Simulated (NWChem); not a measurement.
System: formaldehyde (CH$_{2}$O); SMILES C=O

Computed with NWChem. Pople sets run with spherical d functions. B3LYP is NWChem's, with the RPA form of VWN correlation. Each level has its own optimisation; frequencies are unscaled.

For level B3LYP/6-31G*:

```
Property                           Result
---------------------------------  ------
highest harmonic frequency (cm⁻¹)    2968
lowest (cm⁻¹)                        1198
```

Question: How do the values read with level PBE-D3(BJ)/def2-SVP instead?

Answer: The highest harmonic frequency (cm⁻¹) is 2821 and the lowest (cm⁻¹) is 1147.
